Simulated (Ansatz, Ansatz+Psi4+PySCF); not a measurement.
```tsv
atom	x (Å)	y (Å)	z (Å)
N	0.0000	0.7190	-0.0777
N	0.0000	-0.7190	-0.0777
H	0.2111	1.0928	0.8479
H	-0.9482	1.0050	-0.3041
H	-0.2111	-1.0928	0.8479
H	0.9482	-1.0050	-0.3041
```

Basis set: cc-pVTZ (spherical functions). Left uncorrelated: 2 orbitals. Charge 0, multiplicity 1.

Computed with Ansatz (development build ahead of 0.2.0); free ground-state atoms in the same class of orbitals, no zero-point energy, no relativity.

The atomization energy of singlet N₂H₄ from measured heats of formation, zero-point and thermal terms removed is 19.006 eV (G2/97 set, Curtiss et al., J. Chem. Phys. 106, 1063 (1997), as shipped with ASE); it holds spin-orbit and other relativistic effects.

(1) How far do RHF-CCSD(T), RHF-MP2 miss it in this basis?

Results:

(1)

```json
{"method": "RHF-CCSD(T)", "atomization energy (eV)": "18.238", "computed − measured (eV)": "-0.768"}
{"method": "RHF-MP2", "atomization energy (eV)": "18.292", "computed − measured (eV)": "-0.714"}
```
